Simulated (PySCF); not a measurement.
**Orbital picture of PO**

PBE at R = 1.572 Å; PySCF, no relativity, basis sets P 3-21G, O 3-21G. State: ²Π (doublet), unpaired electrons π ↑. Only the outer orbitals are listed, counted within each symmetry.

```tsv
spin	orbital	occ.	ε (eV)	on P (%)	main shells (%)
α	5σ	1	-25.40	14	79 O s, 10 P s
α	6σ	1	-13.53	71	70 P s, 16 O s, 13 O p
α	2π	1	-9.15	35	65 O p, 35 P p
α	2π	1	-9.09	34	66 O p, 34 P p
α	7σ	1	-8.85	42	54 O p, 26 P p, 16 P s
α	3π	1	-4.20	66	66 P p, 34 O p
α	3π	0	-4.19	66	66 P p, 34 O p
α	8σ	0	0.60	88	81 P p, 15 O p
α	9σ	0	8.94	99	98 P s
β	5σ	1	-24.97	14	79 O s, 10 P s
β	6σ	1	-12.96	69	67 P s, 16 O s, 14 O p
β	2π	1	-8.92	34	66 O p, 34 P p
β	7σ	1	-8.53	44	52 O p, 26 P p, 18 P s
β	2π	1	-8.08	34	66 O p, 34 P p
β	3π	0	-3.87	66	66 P p, 34 O p
β	3π	0	-2.97	66	66 P p, 34 O p
β	8σ	0	0.95	88	80 P p, 14 O p, 9 P s
```

**Question.** Which are the highest filled and the lowest empty level, where do they sit, and how wide is the gap?

**Answer.** Highest filled α 3π at -4.20 eV (in %: 66 P p, 34 O p); lowest empty α 3π at -4.19 eV (in %: 66 P p, 34 O p); the gap at PBE is 0.01 eV. Both belong to one degenerate shell, split only by its one-sided filling, so this is no excitation gap.

| Item | Value |
| --- | --- |
| bond order (Mayer) | 2.08 |
| ⟨S²⟩ | 0.750 |
| charge on P (Mulliken, basis-dependent) | 0.43 |
| charge on P (Löwdin, basis-dependent) | 0.27 |
| dipole moment (positive dipole means P(−)O(+)) | -1.43 D |
| polarisability along the bond | 23.7 bohr³ |
| polarisability across the bond | 11.5 bohr³ |

3-21G is very small, so such numbers show the basis as much as the molecule. The state was picked by a PBE0 search and need not be the measured ground state.
